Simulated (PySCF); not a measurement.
Gas-phase reaction: PH3 + 2 O2 ⇌ HPO2 + 2 OH

Method: PySCF energies plus ideal-gas RRHO corrections (1 bar). † marks an energy on the PBE0/def2-TZVP geometry and frequencies; other levels use their own. MP2 and CCSD(T) freeze the core. 6-31G* has spherical d functions here. Open shells (unrestricted): O2 (multiplicity 3), OH (multiplicity 2, electronic degeneracy 4); the rest are closed-shell singlets. Spin-orbit splitting is ignored; it lowers the true energy and changes the entropy of OH. HPO2: computed as isolated molecules; such fragments, hydroxides, amides, oligomers or adducts are transient or little studied in the gas. MP2 isn't extrapolated to the basis-set limit; its ΔH°(298 K) is -264.9 kJ in def2-SVP and -385.9 kJ in def2-TZVPP. CCSD(T) isn't extrapolated to the basis-set limit; its ΔH°(298 K) is -261.6 kJ in def2-SVP and -373.0 kJ in def2-TZVPP. The harmonic model lacks anharmonicity and excited electronic states, which grow with temperature; levels with a mode under 35 cm⁻¹ are left out. Internal rotation in HPO2 is treated as a harmonic vibration of one conformer, which makes the entropy rough.

| level | ΔE electronic, kJ | ΔH°(298 K), kJ | ΔS°(298 K), J/K | ΔG°(1600 K), kJ |
|---|---|---|---|---|
| CCSD(T)/def2-SVP† | -271 | -262 | 10 | -288 |
| HF/6-31G* | -348 | -341 | 9 | -368 |
| HF/def2-TZVP† | -425 | -415 | 10 | -441 |
| MP2/def2-SVP† | -275 | -265 | 10 | -291 |
| MP2/def2-TZVPP† | -396 | -386 | 10 | -412 |
| PBE/def2-SVP | -177 | -168 | 11 | -196 |
| PBE0/def2-SVP† | -227 | -217 | 10 | -243 |
| r2SCAN/def2-TZVP† | -318 | -308 | 10 | -334 |
ΔH° is lowest at HF/def2-TZVP† and highest at PBE/def2-SVP. No reference value is set beside these.
